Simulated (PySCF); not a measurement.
cyclopropane: calculation against experiment

**The experiment to reproduce.**

From NIST CCCBDB Release 22 (SRD 101), experimental polarizabilities, for the gas: mean polarisability 5.64 Å³.

How close the calculation comes is told at the end.

Compound: cyclopropane, C₃H₆.
Atom-mapped SMILES: `[CH2:1]1[CH2:2][CH2:3]1` (hydrogens: H4, H5 on C1; H6, H7 on C2; H8, H9 on C3)

Cartesian coordinates in Å at the PBE0-D3(BJ)/def2-SVP level; atoms count from 1:
```xyz
9
C3H6 angstrom
C      0.8471    0.1673    0.0612
C     -0.2705   -0.7998   -0.1906
C     -0.5765    0.6325    0.1294
H      1.4067    0.0775    0.9963
H      1.4549    0.4869   -0.7896
H     -0.4334   -1.1458   -1.2150
H     -0.4815   -1.5556    0.5709
H     -0.9976    0.8639    1.1117
H     -0.9494    1.2735   -0.6742
```

The PySCF runs (gas phase, on this PBE0-D3(BJ)/def2-SVP geometry; no spin–orbit coupling):

```csv
level,job,basis functions,wall time
PBE0/def2-SVPD,"10 singlets by full TDDFT, 4 Tamm–Dancoff triplets, polarisability, ΔSCF ions",108,18 s
BHandHLYP/def2-SVPD,"10 singlets by full TDDFT, 4 Tamm–Dancoff triplets, polarisability, ΔSCF ions",108,18 s
CAM-B3LYP/def2-SVPD,"10 singlets by full TDDFT, 4 Tamm–Dancoff triplets, polarisability, ΔSCF ions",108,24 s
LC-wPBE/def2-SVPD,"10 singlets by full TDDFT, 4 Tamm–Dancoff triplets, polarisability, ΔSCF ions",108,30 s
PBE0/6-31+G*,"10 singlets by full TDDFT, 4 Tamm–Dancoff triplets, polarisability",66,4.7 s
PBE0/6-31G*,"10 singlets by full TDDFT, 4 Tamm–Dancoff triplets, polarisability",54,3.8 s
PBE0/aug-cc-pVDZ,"10 singlets by full TDDFT, 4 Tamm–Dancoff triplets, polarisability",123,8.9 s
PBE0/aug-cc-pVTZ,"10 singlets by full TDDFT, 4 Tamm–Dancoff triplets, polarisability",276,28 s
PBE0/def2-SVP,"10 singlets by full TDDFT, 4 Tamm–Dancoff triplets, polarisability",72,4.7 s
PBE0/def2-TZVP,"10 singlets by full TDDFT, 4 Tamm–Dancoff triplets, polarisability",129,9.5 s
PBE0/def2-TZVPD,"10 singlets by full TDDFT, 4 Tamm–Dancoff triplets, polarisability",165,13 s
wB97X-D/def2-SVPD,"10 singlets by full TDDFT, 4 Tamm–Dancoff triplets, polarisability, ΔSCF ions",108,26 s
```

Hardware: an Arm Neoverse N1 with one thread, on a shared host.

All basis functions are spherical.

**Comparison with experiment**

**Mean polarisability.** Measured: 5.64 Å³ (NIST CCCBDB Release 22 (SRD 101), experimental polarizabilities).

| level | computed (Å³) | computed − measured (Å³) | % (from the printed values) |
| --- | --- | --- | --- |
| PBE0/def2-SVPD | 5.29 | -0.35 | -6 |
| BHandHLYP/def2-SVPD | 5.20 | -0.44 | -8 |
| CAM-B3LYP/def2-SVPD | 5.28 | -0.36 | -6 |
| LC-wPBE/def2-SVPD | 5.15 | -0.49 | -9 |
| PBE0/6-31+G* | 4.92 | -0.72 | -13 |
| PBE0/6-31G* | 4.40 | -1.24 | -22 |
| PBE0/aug-cc-pVDZ | 5.44 | -0.20 | -4 |
| PBE0/aug-cc-pVTZ | 5.47 | -0.17 | -3 |
| PBE0/def2-SVP | 4.56 | -1.08 | -19 |
| PBE0/def2-TZVP | 5.22 | -0.42 | -7 |
| PBE0/def2-TZVPD | 5.44 | -0.20 | -4 |
| wB97X-D/def2-SVPD | 5.29 | -0.35 | -6 |

Closest is PBE0/aug-cc-pVTZ (-0.17 Å³), furthest PBE0/6-31G* (-1.24 Å³); one molecule doesn't rank methods. All 12 levels lie below the measurement. The computed values are static and purely electronic, with core orbitals frozen in the response (1 au = 0.148185 Å³). The table of measured values doesn't say here whether a value is static or optical, or holds a vibrational part.

The geometry is computed, not the measured one. Where a level misses, the cause wasn't examined.
